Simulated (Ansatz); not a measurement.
System: hcp Os. Method: revPBE (plane waves, PAW; Ansatz, a program for electronic structure).

Numerical settings: plane-wave cutoff 520 eV, 24×24×14 k mesh (along the axes of the cell as run), Fermi–Dirac smearing 0.05 eV, no spin polarisation, scalar-relativistic PAW data made under PBE.

Equation-of-state points:

```tsv
V (Å³/atom)	E − E_lowest (meV/atom)
13.804	30.11
14.092	7.24
14.380	0.00
14.667	6.66
14.955	25.69
```

Task: Estimate the bulk modulus and its pressure derivative from these points.

Result: V0 = 14.380 Å³/atom, B0 = 387 GPa, B′ = 4.8 (fit to the energies at full precision).

Shape and atoms are relaxed at each volume.

Measured, for comparison: bulk modulus 425 GPa (zero-point energy and finite temperature contributions removed; as tabulated in doi:10.1021/acs.jctc.3c00612). Computed (rounded) less measured: bulk modulus -9 %.

Note: the bulk modulus comes from volumes at which shape and atoms were relaxed.

Spin–orbit coupling is not included.

The computed numbers hold no vibrational or temperature effects.
